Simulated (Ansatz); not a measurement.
A made-up structure of SiNH₄ (charge +1), closed shell:

```
atom    x (Å)    y (Å)    z (Å)
  N1  -0.0022  -0.9319   0.2306
 Si2   0.0020   0.8471  -0.2096
  H3   0.3790  -1.7515  -0.4561
  H4  -0.3862  -1.3349   1.2199
  H5   0.5937   1.2644  -1.6847
  H6  -0.5863   1.9068   0.8999
```

It is relaxed with PBE-D4/def2-SVP and then PBE0-D4/def2-TZVP (Ansatz 0.2.0). Atoms count as bonded within 1.22 times the sum of their covalent radii (H–H: 0.88 Å). The end point is not checked to be a true minimum.

Does its bonding change? (Judge from chemistry; the calculation decides.)

The calculation gives: No: no bond forms or breaks.

Where it ends: The first stage lowers the energy by 1.14 eV in 6 steps. It ends as SiNH₄ ([NH2][SiH2]), total charge +1:
N1  (-0.002, -0.832, 0.206)
Si2  (0.002, 0.756, -0.187)
H3  (0.338, -1.564, -0.407)
H4  (-0.345, -1.192, 1.089)
H5  (0.530, 1.129, -1.504)
H6  (-0.523, 1.703, 0.803)
(Å)

Labels in which every atom is bracketed show which atoms are joined, not bond orders.

For scale, one of the runs: PBE0-D4/def2-TZVP relaxation, 92 basis functions, launched by `ansatz run in.yaml --threads 2 --pin off --events-out ev --progress --plain --max-ram 4352MiB`. Hardware: 2 CPU threads of an AMD EPYC 7R13, shared host. Wall time about 4.3 s.
